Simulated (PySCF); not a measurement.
Working out the ionisation energy of P

P [Ne] 3s2 3p3 (4S) → P⁺ [Ne] 3s2 3p2 (3P). Computed with PySCF 2.14 in x2c-TZVPPall with one added diffuse shell each of s, p, d type (6s6p4d1f, 51 functions), with scalar relativity by spin-free X2C-1e. Frozen: [Ne]. Energies in hartree (1 hartree = 27.21139 eV):

```csv
part,P (lower),P⁺ (upper)
UHF,-341.526346,-341.162664
CCSD correlation,-0.101235,-0.082465
(T),-0.003914,-0.002318
```

**Question.** What does Hartree-Fock give?

**Answer.** (-341.162664) − (-341.526346) = 0.363682 hartree = 9.896 eV.

**Question.** What do CCSD and CCSD(T) give?

**Answer.** The CCSD correlation energies differ by 0.018770 hartree = 0.511 eV and the triples by 0.001596 hartree = 0.043 eV, so CCSD gives 10.407 eV and CCSD(T) 10.450 eV.

Measured between the centres of the two terms (NIST): 10.526 eV, so CCSD(T) (valence) is off by -0.076 eV.

What remains against the reference includes basis incompleteness, the frozen core and higher excitations.
